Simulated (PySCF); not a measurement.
C5H8F (doublet state).
Cartesian coordinates in Å at the GFN2-xTB level; atoms count from 1:
```
atom  x, y, z in Å
F1     2.5306   -0.6115    0.4237
C2     1.6144    0.1823   -0.2266
C3     0.2785    0.1572    0.4899
C4    -0.8284    0.9848   -0.1995
C5    -1.6053   -0.2692   -0.3538
C6    -0.5735   -1.1171    0.2881
H7     2.0351    1.1943   -0.2453
H8     1.5313   -0.2054   -1.2473
H9     0.4309    0.4123    1.5392
H10   -0.5165    1.4651   -1.1337
H11   -1.2881    1.7592    0.4234
H12   -2.6216   -0.4546   -0.6336
H13   -0.8771   -1.6254    1.2091
H14   -0.1108   -1.8726   -0.3558
```

The hyperfine couplings belong to this conformer and change with its torsions.

Identity: `FCC1C[CH]C1` [radical].

The calculation used UKS B3LYP, pcH-1 on C F H, non-relativistic, mean-field spin-orbit, GIAO in PySCF. Isolated species at its GFN2-xTB geometry (one conformer only). The geometry wasn't refined by DFT: couplings that depend on bond lengths, twists or pyramidal angles can differ widely from those at the functional's own minimum. The SCF solution wasn't tested for stability.

Principal values of hyperfine tensors in MHz (contact and dipolar terms together), for some of the nuclei:

```
atom  isotope      A1      A2      A3
 H14       1H  119.65  120.32  133.24
 H10       1H  117.00  117.70  130.61
 H13       1H  109.05  110.29  121.56
 H11       1H  107.44  108.55  119.90
  C5      13C   18.41   19.79  260.41
  C4      13C  -38.54  -35.62  -33.36
  C6      13C  -38.44  -35.17  -33.26
  C3      13C    3.87    4.02    8.28
```

Q: Split each tensor into its isotropic and traceless parts, and turn a_iso into mT with g = 2.0027.

A: a_iso is a third of the trace, T = A − a_iso, and a(mT) = a(MHz)/(g × 13.996).

| atom | a_iso (MHz) | a_iso (mT) | T1 | T2 | T3 |
| --- | --- | --- | --- | --- | --- |
| H14 | 124.40 | 4.438 | -4.76 | -4.08 | 8.84 |
| H10 | 121.77 | 4.344 | -4.77 | -4.07 | 8.84 |
| H13 | 113.64 | 4.054 | -4.59 | -3.34 | 7.93 |
| H11 | 111.96 | 3.994 | -4.53 | -3.41 | 7.94 |
| C5 | 99.54 | 3.551 | -81.13 | -79.74 | 160.87 |
| C4 | -35.84 | -1.279 | -2.70 | 0.22 | 2.48 |
| C6 | -35.62 | -1.271 | -2.81 | 0.45 | 2.36 |
| C3 | 5.39 | 0.192 | -1.52 | -1.37 | 2.89 |

Q: What spin density at the nucleus of H13 lies behind its contact coupling (g_N = 5.58569)?

A: a_FC = (2μ0/3) gₑ μB g_N μN ρ(0)/(2S·h) = 800.24 MHz × g_N × ρ(0)/(2S), with ρ in bohr⁻³. With a_FC = 113.64 MHz and 2S = 1, ρ(0) = 0.02542 bohr⁻³. In magnitude that is 8.0 % of the 1/π = 0.318 of a free hydrogen atom.

Q: H12 (1H, g_N = 5.58569) isn't in the table. Its spin density at the nucleus is -0.01386 bohr⁻³. What is its contact coupling?

A: By the same relation, a_FC = -61.9 MHz. Its full tensor has the principal values -100.34, -62.23, -23.27 MHz.

Q: Which nucleus of the table has the largest anisotropic coupling, and what is its form?

A: C5: -81.1, -79.7, 160.9 MHz, axial, in the ratio −1:−1:+2, the form that spin in one p orbital centred on that nucleus gives.

Q: What first-order splitting does H14 cause when the field lies along A1, A2 or A3 of its tensor (g taken as isotropic, no quadrupole term)?

A: 2 lines (I = 1/2), spaced by |A_i|/(g × 13.996): 4.27, 4.29, 4.75 mT along the axes of A1, A2 and A3.
